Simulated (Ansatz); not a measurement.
Two shapes of doublet HSO.

Shape 1:

```xyz
3

H     0.0000    0.2792   -1.2195
S     0.0000   -0.6413   -0.0420
O     0.0000    0.3622    1.2615
```

Shape 2:

```xyz
3

H     0.0000    0.2585   -1.1292
S     0.0000   -0.5938   -0.0389
O     0.0000    0.3353    1.1680
```

Basis set: def2-SVP (spherical functions). Correlated methods keep 6 orbitals frozen. Correlation on ROHF uses semicanonical orbitals with singles. Charge 0, multiplicity 2.

Computed with Ansatz (development build ahead of 0.2.0); each method stands on the lowest determinant of its kind that the runs found.

(1) Which shape is lower in energy, and by how much in each method?

Answers

(1)

| method | E(2) − E(1) (eV) |
| --- | --- |
| UHF | -0.401 |
| ROHF-MP2 | -0.617 |
| UHF-MP2 | -0.572 |
| ROHF-CCSD(T) | -0.333 |
| UHF-CCSD(T) | -0.333 |

Shape 2 is lower.
